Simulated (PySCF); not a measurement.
A series of substituents X on one scaffold: HS-X. Gas-phase values, no solvent. One relaxed conformer stands for each flexible species; it need not be the lowest. Strings in code marks are SMILES.

These are PBE-D3(BJ)/def2-TZVP // B3LYP-D3(BJ)/def2-TZVP (PySCF) values and carry that method's errors. Delta-SCF ions had no search for a lower state. 

A: X = difluoromethyl (`FC(F)S` (F–C–S–H torsion 68°))
B: X = ethyl
C: X = tert-butyl (`CC(C)(S)C` (C–C–S–H torsion 180°))
D: X = mercapto (`SS` (H–S–S–H torsion 90°))
E: X = trifluoromethyl (`SC(F)(F)F`)
F: X = siloxy (`[SiH3]OS` (Si–O–S–H torsion 88°))

Question: Pick the species with the highest vertical ionisation energy (Delta-SCF).

Answer: E (10.65 eV); next is A (10.31 eV).
